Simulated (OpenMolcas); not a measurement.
# P4 (PPPP tetrahedron): a first try and a second

Wanted: the energy of P4 (PPPP tetrahedron), SOS-MP2/def2-TZVPPD (RICD fitting, fermi aufbau 4).

Program for the calculation: OpenMolcas 26.06.

1 further run of the same task is left out (set aside as unsound or not needed).

### 1 The molecule

P4: 4 atoms, total charge 0, spin state singlet. The coordinates come from a GFN2-xTB relaxation.

Bond lengths: P1–P2 2.185 Å, P1–P3 2.185 Å, P2–P3 2.185 Å, P1–P4 2.185 Å, P2–P4 2.185 Å, P3–P4 2.185 Å. Some angles: P1–P2–P3 60.0°, P1–P2–P4 60.0°, P3–P2–P4 60.0°, P2–P1–P3 60.0°, P2–P1–P4 60.0°, P3–P1–P4 60.0°, P1–P3–P2 60.0°, P1–P3–P4 60.0°, P2–P3–P4 60.0°, P1–P4–P2 60.0°.

### 2 Try one

run.inp

```
>>> EXPORT MOLCAS_PRINT=2
&GATEWAY
BasLib = $CurrDir
Coord
4
angstrom
P        1.237350       0.508660       0.014870
P       -0.533910       0.090090       1.223310
P        0.050100      -1.284450      -0.371180
P       -0.753550       0.685700      -0.867000
Basis = def2-TZVPPD
Group = NoSym
RICD
&SEWARD
&SCF
Charge = 1
PrOrbitals = 1 1
&MBPT2
SOSMP2
Frozen = 20
```

The basis set def2-TZVPPD is read from a file made from the Basis Set Exchange's data (not shown).

Run with:

```sh
export MOLCAS_MEM=1860
pymolcas run.inp > run.log
```

What it wrote:

```text
--- Start Module: gateway ---

                                              &GATEWAY

                       available to each process: 1.9 GB of memory, 1 thread

 Basis Set     1 Label: P.DEF2-TZVPPD
 Basis set is read from library:.
 basistype.tbl is not found

++    Symmetry information:
      ---------------------

                    Character Table for C1

                             E
                    a        1  x, y, xy, Rz, z, xz, Ry, yz, Rx, I
--

++    Basis set information:
      ----------------------

      Basis set label: P.DEF2-TZVPPD.........

      Electronic valence basis set:
      ------------------
      Associated Effective Charge  15.000000 au
      Associated Actual Charge     15.000000 au
      Nuclear Model: Point charge

[... 79 lines left out ...]
                       available to each process: 1.9 GB of memory, 1 thread

++    Input section:
      --------------

      Header of the integral files:

      Cartesian coordinates in angstrom:
      -----------------------------------------------------
      No.  Label        X            Y            Z
      -----------------------------------------------------
       1   P1         1.23735000   0.50866000   0.01487000
       2   P2        -0.53391000   0.09009000   1.22331000
       3   P3         0.05010000  -1.28445000  -0.37118000
       4   P4        -0.75355000   0.68570000  -0.86700000
      -----------------------------------------------------
      Nuclear repulsion energy =  326.99441527
--

++    Orbital specifications:
      -----------------------

      Symmetry species               1
                                     a
      Frozen orbitals                0
 WrInp: Error in definition of molecular charge!
 Current implementation only allows double occupations.
 Tot_Charge    :   1.0000000000000000
 Tot_El_Charge :  -59.000000000000000
 Tot_Nuc_Charge:   60.000000000000000

--- Stop Module: scf /rc=-6 ---

.########################.
.# Non-zero return code #.
.########################.

    Timing: Wall=7.29 User=6.77 System=0.51
```

Wall time 7.8 s (1 thread of Arm Neoverse V1, shared host); peak memory 0.25 GiB.

### 3 Diagnosis

The program stopped with an error.

The log says `WrInp: Error in definition of molecular charge`. Cause: the electron count doesn't fit the spin or reference typed: an even count needs an odd multiplicity, an odd count an even one. To mend it: change of charge default in place of 1.

### 4 Try two

run.input

```
* P4 SOS-MP2

&gateway
 baslib=$CurrDir
 coord
 4
 angstrom
 P        1.237350       0.508660       0.014870
 P       -0.533910       0.090090       1.223310
 P        0.050100      -1.284450      -0.371180
 P       -0.753550       0.685700      -0.867000
 basis=def2-TZVPPD
 group=NoSym
 ricd

&seward

&scf
 fermi=4
 prorbitals=1

&mbpt2
 sosmp2
 frozen=20
```

The basis set def2-TZVPPD is read from a file made from the Basis Set Exchange's data (not shown).

Run with:

```sh
export MOLCAS_MEM=1860
pymolcas run.input > run.log
```

What it wrote:

```text
--- Start Module: gateway ---
[...]
--- Stop Module: gateway /rc=_RC_ALL_IS_WELL_ ---
[...]
      Basis functions          192
[...]
--- Start Module: scf ---
[...]
       Convergence after  20 Iterations
[...]
::    Total SCF energy                              -1363.0305510010
[...]
      Total spin, S                                     0.0000000000
[...]
      Total electronic charge=   60.000000
      Total            charge=   -0.000000
[...]
      Dipole Moment (debye):
      Origin of the operator (angstrom)=   -0.0000   -0.0000   -0.0000
                   X= -1.0235E-04               Y=  9.0555E-05               Z=  5.0045E-05           Total=  1.4554E-04
      Quadrupole Moment (debye*angstrom):
[...]
--- Stop Module: scf /rc=_RC_ALL_IS_WELL_ ---
[...]
--- Start Module: mbpt2 ---
[...]
WARNING!
Default frozen orbitals as non valence orbitals is overwritten by user input.
Default values:  20
[...]
::    Total MBPT2 energy                            -1363.5895630103
[...]
--- Stop Module: mbpt2 /rc=_RC_ALL_IS_WELL_ ---
[...]
```

Wall time 66 s (1 thread of Arm Neoverse V1, shared host); peak memory 0.25 GiB.

### 5 What came out

At SOS-MP2/def2-TZVPPD (RICD fitting, fermi aufbau 4):

```
                                    quantity           value
                                total energy  -1363.58956 Eh
          dipole moment (mean-field density)          0.00 D
         HOMO energy (Hartree–Fock orbitals)        -9.70 eV
         LUMO energy (Hartree–Fock orbitals)         1.77 eV
       HOMO–LUMO gap (Hartree–Fock orbitals)        11.47 eV
correlation energy (20 core orbitals frozen)      -559.0 mEh
```
